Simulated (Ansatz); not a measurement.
How far a parabola holds: energy against volume of cubic perovskite KTaO3

Cubic perovskite KTaO3 was calculated with r²SCAN (plane waves, PAW; Ansatz, a first-principles code). Numerical settings: plane-wave cutoff 560 eV, 8×8×8 k mesh, Fermi–Dirac smearing 0.01 eV, scalar-relativistic PAW data made under PBE. The cell has no free parameter but its volume, all volumes share cutoff and mesh, and the runs aren't spin-polarised. Energies are free energies at the run's smearing, counted from the lowest row; static lattice.

```csv
V (Å³/atom),E (meV/atom)
11.943,?
12.198,14.27
12.452,3.44
12.706,0.00
12.960,3.20
13.214,12.35
```

Problem. Fit E against V with a parabola, and predict the withheld value at V = 11.943.

Solution. With u = V - 12.7, the rows have u = -0.5020, -0.2480, 0.0060, 0.2600, 0.5140. Least squares gives E = 0.006 - 2.225·u + 51.593·u². Residuals (row less fit): 0.145, -0.291, 0.005, 0.285, -0.143; standard error 0.322 (degrees of freedom: 2). The fitted curve has its minimum at V = 12.7, where E = -0.02. Its curvature is d²E/dV² = 2 × 51.593 meV/Å⁶, so B = V0·d²E/dV² × 0.1602 = 210 GPa. At the withheld row, u = -0.7570, so E = 0.006 - 2.225 × (-0.7570) + 51.593 × (-0.7570)² = 31.256 meV/atom. The calculation gives 33.35 meV/atom, 2.094 meV/atom above the prediction (6.3 % of the range of E in the table). The row lies outside the fitted rows, so this is an extrapolation. From the scatter of the fitted rows alone, a prediction at this place has a standard error of 0.764 meV/atom, so the miss is 2.7 times that.

The residuals are curvature that a parabola lacks, not noise. A solid that stiffens under compression and softens on expansion lies above the parabola at the compressed end and under it at the expanded end, as this row does. A third-order Birch-Murnaghan fit to the whole scan has B0 = 209 GPa. Only scans are tabulated whose curvature falls smoothly with volume, and where the parabola meets the shown rows within 5 % of their range and misses the end by 0.1 meV or more.

Measured, for comparison: bulk modulus 220 GPa (temperature not stated, not corrected to a static lattice; as tabulated in Tinte et al. (1998), arXiv:cond-mat/9809379). Computed less measured: bulk modulus -5 %.

Note: the relaxation could not lower the start's symmetry, so the cell can be a saddle point above a distorted one.

Spin–orbit coupling is not included.
